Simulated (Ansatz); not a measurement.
InH₂⁺, triplet: bend scan

Starting geometry (PBE0/def2-TZVP stationary point for this spin, not checked as a minimum):

```xyz
3

In    0.0000    0.0000   -0.0276
H     0.0000    1.1433    1.5722
H     0.0000   -1.1433    1.5722
```

From there the angle named below is changed in its plane at fixed bond lengths, both arms turning rigidly about the middle atom; atoms are numbered as listed. Energies are in kcal/mol, counted from the starting geometry at the same level.

Basis def2-TZVPP with its core potentials; Ansatz 0.2.0. Only valence electrons are correlated (noble-gas cores and the filled d shells of p-block atoms frozen). Prefix R: restricted or restricted open-shell reference; prefix U: unrestricted. Active spaces: valence = (4e, 6o) chosen from the atoms' valence shells. No spin–orbit coupling is included; scalar relativity enters through the core potentials alone.

Unrestricted rows (U) aren't spin-pure: their determinants' ⟨S²⟩ exceeds S(S+1) by up to 0.11, so they mix in states of higher spin. Runs in a small pair space aren't shown, since their orbitals change along the scan. The frozen core of the U runs drifts against the reference's along the scan: U less R at the highest common level changes by 20 meV, which enters the U errors.

Full CI is exact within this basis and frozen core; it isn't the basis-set limit. The frozen core follows each run's orbitals, which can shift R against U totals by a few meV for light atoms and by up to 0.1 eV past Ca.

```csv
angle H2-In1-H3 (°),full CI,unpaired electrons (full CI),error UHF,error RMP2,error UCCSD,error RCCSD(T),error UCCSD(T),error CASSCF (valence space)
68.6,-0.1,2.03,0.1,-0.1,0.0,0.0,0.0,0.1
71.1,0.0,2.03,0.0,0.0,0.0,0.0,0.0,0.0
91.9,3.1,2.04,-0.4,0.9,0.0,0.0,0.0,-0.9
101.2,5.4,2.04,-0.5,1.4,0.0,0.0,0.0,-1.1
125.9,13.4,2.05,-0.6,2.5,0.1,-0.1,0.1,-1.8
140.4,19.1,2.05,-0.6,2.6,0.2,-0.1,0.1,-2.1
156.4,25.5,2.05,-0.4,1.6,0.3,-0.1,0.2,-2.3
180.0,30.8,2.04,1.1,-0.2,0.4,-0.1,0.4,-2.0
```

Unpaired electrons are Σ n²(2−n)² over natural occupations. Errors are those of relative energies. In total energy the starting point itself misses full CI by: UHF 30.8, RMP2 9.9, UCCSD 0.2, RCCSD(T) 0.2, UCCSD(T) -0.3, CASSCF (valence space) 13.9 kcal/mol.

Spread of the error over the points with a reference, to 180.0 ° (largest less smallest): RCCSD(T) 0.1, UCCSD(T) 0.4, UCCSD 0.4, UHF 1.7, CASSCF (valence space) 2.4, RMP2 2.7 kcal/mol.
